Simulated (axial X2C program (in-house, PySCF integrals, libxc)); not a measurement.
# All-electron X2C curves of PC⁻

Aim: find the lowest determinant of PC⁻, scan the bond at several levels and fit the constants, once spin-free and once with spin–orbit coupling.

Computed with an in-house X2C program for linear molecules on PySCF integrals. Level: all-electron X2C, P dyall-av3z, C dyall-av3z.

All values are calculated.

### Step 1. Set-up

Contents of task.json:

```json
{"zs": [15, 6], "q": -1, "bas": ["dyall-av3z", "dyall-av3z"], "levels": ["PBE0", "HF", "PBEsol"], "cc": true, "r0": 1.69, "thr": -2.0, "nmax": 90, "npts": 10, "nst": 2, "ntry": 6}
```

Keys: zs atomic numbers; q charge; bas basis sets; levels methods (HF also brings MP2); cc coupled cluster on or off; r0 starting distance in Å; thr threshold in hartree for freezing inner shells (an s shell follows its p shell); nmax most natural virtual spinors; npts points asked for on the curve; nst determinants followed; ntry starts of the search.

Started as:

```sh
python so2c.py task.json out
```

Spin-free means the one-electron spin-free X2C Hamiltonian; two-component (2c) means X2C with spin–orbit coupling and atomic mean-field two-electron Coulomb and Gaunt terms. Basis: P dyall-av3z contracted to [9s8p3d2f], C dyall-av3z contracted to [8s7p3d2f]; Gaussian nuclei, density fitting. Masses: P 30.974 u, C 12.000 u.

Notation: σ, π±, δ± give the projection m of an orbital's angular momentum (0, ±1, ±2), α and β its spin, Λ and M_S the sums; ω is the projection of a spinor's total angular momentum and Ω the sum. Logs are in hartree.

After this run come: PBE0, spin-free; HF, spin-free; PBEsol, spin-free; MP2 and beyond, spin-free; PBE0, 2c; HF, 2c; PBEsol, 2c; Correlated methods, 2c.

What does the calculation give? Wanted: for each run, Hamiltonian; Re; ωe; De; μ.

**Answer**, as computed:

Lowest determinant that the search found at its distance, spin-free: M_S = 0, Λ = 0 (closed shell).

Lowest determinant that the search found at its distance, 2c: Ω = 0 (closed shell).

```tsv
Hamiltonian	level	Re (Å)	ωe (cm⁻¹)	De (eV)	μ (D)
spin-free	PBE0	1.598	1219	6.62	-2.96
spin-free	HF	1.580	1310	3.49	-2.90
spin-free	MP2	1.616	1148	6.96	n/a
spin-free	CCSD	1.605	1204	6.32	n/a
spin-free	CCSD(T)	1.618	1153	6.72	n/a
spin-free	PBEsol	1.611	1166	7.29	-2.94
2c	PBE0	1.598	1219	6.62	-2.96
2c	HF	1.580	1310	3.49	-2.90
2c	MP2	1.616	1148	6.96	n/a
2c	CCSD	1.605	1204	6.32	n/a
2c	CCSD(T)	1.618	1153	6.71	n/a
2c	PBEsol	1.611	1166	7.29	-2.94
```

Dipoles are positive if C is the positive end and refer to the centre of mass.

**Reading.** At CCSD(T), going from spin-free to two-component changes Re by 0 mÅ, ωe by 0.0 %, which is small (part of it comes from the scalar share of the two-electron terms). De moves by 0.00 eV; both De rest on single-determinant atoms, which can miss part of an open shell's spin–orbit lowering.

De refers to P + C-, each in the lowest determinant found, which need not be this curve's own limit. Each curve is one determinant whose occupation by symmetry is held fixed; it was picked as the lowest of a PBE0 search that is not exhaustive. The closed shell is kept restricted; where the fragments are open shells, the energy then runs too high at long range. De is counted from the lowest determinant-based energies of the atoms at the same level, without counterpoise correction. CCSD and (T) use frozen natural virtuals with an MP2 correction for the truncation. T1 at Re is 0.025 (Lee–Taylor), above the customary mark of 0.02.
